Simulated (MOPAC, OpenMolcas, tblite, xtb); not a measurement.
C2H3B (SMILES BC#C): methods side by side

C2H3B: 6 atoms, total charge 0, spin state singlet. As SMILES, `BC#C`. The coordinates come from a PBE0-D4/def2-TZVP relaxation.

Quantity: the dipole moment, in D. The values are calculated.

| level | kind | program | value (D) | CPU time |
| --- | --- | --- | --- | --- |
| GFN2-xTB | semi-empirical | tblite | 0.61 | under 2 s |
| PM3 | semi-empirical | MOPAC | 1.24 | under 2 s |
| GFN0-xTB | semi-empirical | xtb | 0.57 | under 2 s |
| GFN1-xTB | semi-empirical | tblite | 0.75 | under 2 s |
| HF/STO-3G | Hartree–Fock | OpenMolcas | 0.70 | 1.5 s |
| HF/3-21G | Hartree–Fock | OpenMolcas | 1.01 | 1.6 s |
| HF/def2-SVP | Hartree–Fock | OpenMolcas | 0.89 | 2.5 s |
| PBE/def2-TZVP | GGA | OpenMolcas | 1.08 | 38 s |
| B3LYP/6-31G* (spherical functions) | global hybrid | OpenMolcas | 1.16 | 10 s |
| B3LYP/6-31G* (Cartesian functions) | global hybrid | OpenMolcas | 1.15 | 11 s |

The values span 0.57 to 1.24 D. Magnitudes only: a small dipole may point the other way at some levels. Sets without polarisation functions give poor dipoles. Times are those of the runs behind each value, whatever else they computed, on shared processors of several kinds: orders of magnitude only.
